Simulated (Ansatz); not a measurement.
[H···H···NH], triplet: the ladder up to full CI

Geometry: a point of a hydrogen-transfer path between rigid fragments, not a stationary point.

```yaml
atoms:
  - { symbol: H, position_ang: [-2.1153, 0.0594, 0.0000] }
  - { symbol: H, position_ang: [-1.0693, 0.0594, 0.0000] }
  - { symbol: N, position_ang: [0.1957, 0.0594, 0.0000] }
  - { symbol: H, position_ang: [0.4648, -0.9448, 0.0000] }
```

Basis cc-pVDZ; Ansatz 0.2.0. Only valence electrons are correlated (noble-gas cores frozen), which leaves 8 electrons in 28 orbitals. Prefix R: restricted or restricted open-shell reference; prefix U: unrestricted. Active spaces: valence = (8e, 7o) chosen from the atoms' valence shells; pair = (4e, 4o) about the gap.

Full CI is exact within this basis and frozen core; it isn't the basis-set limit. The frozen core follows each run's orbitals, which can shift R against U totals by a few meV.

For open shells CISD and CISDTQ are restricted-active-space CI with the open shells as a complete middle space.

- UHF ⟨S²⟩: 2.071
- T1 diagnostic (RCCSD): 0.0311
- largest doubles amplitude (RCCSD): 0.064
- T1 diagnostic (UCCSD): 0.0209

```
                   level  E − E(full CI) (kcal/mol)  share of correlation (%)     wall time
                     RHF                     125.42                      0.00             –
                     UHF                     112.55                     10.26             –
                    RMP2                      18.30                     85.41             –
                    UMP2                      20.33                     83.79             –
                    CISD                       8.27                     93.41        0.57 s
                   RCCSD                       2.97                     97.63             –
                   UCCSD                       2.71                     97.84             –
                RCCSD(T)                       0.53                     99.58           1 s
                UCCSD(T)                       0.53                     99.58         1.2 s
                 BCCD(T)                       0.55                     99.57        0.82 s
                  RCCSDT                       0.18                     99.85             –
                  UCCSDT                       0.15                     99.88             –
                  CISDTQ                       0.17                     99.86  3.1 s (H100)
               RCCSDT(Q)                       0.01                    100.00         6.5 s
               UCCSDT(Q)                      -0.01                    100.01           6 s
                 RCCSDTQ                       0.00                    100.00   13 s (H100)
                 UCCSDTQ                      -0.02                    100.02   18 s (H100)
     CASSCF (pair space)                     102.09                     18.60             –
     NEVPT2 (pair space)                      15.64                     87.53        0.19 s
     MRCISD (pair space)                       5.87                     95.32             –
   MRCISD+Q (pair space)                       0.42                     99.66        0.58 s
  CASSCF (valence space)                      81.99                     34.62             –
  NEVPT2 (valence space)                      15.27                     87.83        0.79 s
  MRCISD (valence space)                       3.47                     97.24             –
MRCISD+Q (valence space)                       0.14                     99.89         1.2 s
```

The correlation energy at full CI, counted from RHF, is -5.439 eV. That run took 18 s on 2 threads of AMD EPYC 7R13 with a shared H100 80 GB, shared host over 209,538,700 determinants.

Times hold each run's SCF and search for its determinant on a shared host, so for small cases they say little of a method's own cost; rows without a card ran on 1 thread of AMD EPYC 7R13.

The full-CI state has the irrep A'' of Cs, in the program's axes.

Natural occupations of full CI about the gap: 1.972 1.956 1.940 0.999 0.992 0.045 0.031 0.012 0.008 0.007; effectively unpaired electrons, Σ n²(2−n)², 2.04.
